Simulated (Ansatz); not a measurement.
Basis-set extrapolation for C4H10O2 (`COCCOC`) (PBE0-D4/def2-TZVP geometry, frozen core, Ansatz). Multiplicity 1, RHF reference.

```tsv
	def2-TZVPP	def2-QZVPP
HF	-307.106777	-307.121463
MP2 correlation	-1.171062	-1.253323
CCSD(T) correlation	-1.267474	not run
```

Energies in hartree. Use E(X) = E(∞) + A·exp(−7.88·√X) for Hartree–Fock and E(X) = E(∞) + B·X^(−2.97) for correlation, with X = 3 and 4, and add CCSD(T) minus MP2 of the smaller set to the MP2 limit.

Task: What is the CCSD(T) energy at the basis-set limit?

Result: HF limit: -307.121463 + (-0.014686) × 0.13774 = -307.12349. MP2 limit: -1.253323 + (-0.082261) × 0.74074 = -1.31426. Higher-order term: -1.267474 − (-1.171062) = -0.09641. Total: -308.53416 hartree, 419.8 kJ/mol below CCSD(T)/def2-TZVPP.
